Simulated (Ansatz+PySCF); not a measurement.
Values are calculated unless marked as measured or tabulated.
## Ansatz (development build ahead of 0.2.0) run

```yaml
crystal:
  periodic: [false, false, false]
  atoms:
    - { symbol: "N", position_ang: [0.0, 0.39321, -0.35545] }
    - { symbol: H, position_ang: [0.0, 1.19822, 0.2123] }
    - { symbol: O, position_ang: [0.0, -0.49383, 0.28448] }
basis:
  gaussian: { orbitals: def2-SVP }
magnetization:
  spin_polarized: true
hamiltonian:
  xc: hf
scf:
  omitted_lower_state_checks: [stability, starts, atomic_configurations, cluster_reference, orbital_swaps, given_window_search, neighbouring_geometries, increment]
```

The input is written out in the form of the current development build from the run's settings.

Output:

```json
{
 "Converged": "yes",
 "Total energy": "-129.66819 hartree",
 "Spin squared of the determinant": "0.000",
 "Occupied orbitals by symmetry in an Abelian subgroup (alpha; beta)": "7 A' 1 A''; 7 A' 1 A''"
}
```

This is not the lowest solution: another run reaches a determinant 0.03 eV lower.
